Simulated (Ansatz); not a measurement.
# AlH2N: the cost of one run

Computed with Ansatz 0.2.0, Gaussian basis. Level: def2-QZVPP, all electrons in the functionals, frozen cores in the correlation of double hybrids and RPA.

Plan: wB97M-V, B2PLYP, at charge 0, triplet; charge 0, singlet; charge 0, quintet; charge 1, doublet; charge 1, quartet.

2 further runs of the same task are left out: 2 set aside as unsound or not needed.

### Step 1. The geometry

The geometry is a PBE0/def2-TZVP stationary point (not a proven minimum).

4 atoms, charge 0, spin multiplicity 3.

Atoms are counted from 1 here; the program's logs count them from 0.

Bond lengths: Al1–N2 1.882 Å, Al1–H3 1.583 Å, Al1–H4 1.583 Å. Angles: N2–Al1–H3 118.0°, N2–Al1–H4 118.0°, H3–Al1–H4 123.9°.

Geometry (Å):

```
Al    0.0000    0.0000    0.5783
N     0.0000    0.0000   -1.3042
H     0.0000    1.3969    1.3219
H     0.0000   -1.3969    1.3219
```

No dispersion term is added; wB97M-V holds VV10 nonlocal correlation.

The geometry shown and the zero of energy belong to the point charge 0, triplet. The yardstick, UCCSD(T), and other wave-function levels (R restricted, U unrestricted, valence and pair active spaces) come from earlier runs.

### Step 2. wB97M-V, charge 0, triplet

File in.yaml:

```yaml
crystal:
  periodic: [false, false, false]
  atoms:
    - {symbol: Al, position_ang: [0.000000, 0.000000, 0.578264]}
    - {symbol: N, position_ang: [0.000000, 0.000000, -1.304184]}
    - {symbol: H, position_ang: [0.000000, 1.396938, 1.321934]}
    - {symbol: H, position_ang: [0.000000, -1.396938, 1.321934]}
basis:
  gaussian: {orbitals: "def2-QZVPP.json"}
magnetization: {spin_polarized: true, initial_magnetization: 2}
hamiltonian: {xc: {name: wB97M-V}}
output: {orbitals: {seedname: orbitals}}
```

Launch:

```
ansatz run in.yaml --threads 1 --pin off --events-out ev --progress --plain --max-ram 2393MiB
```

**Question.** How long does this run take on 1 thread of Arm Neoverse V2, shared host, and how much memory does it need?

About 25 s, with a peak of 0.53 GiB.
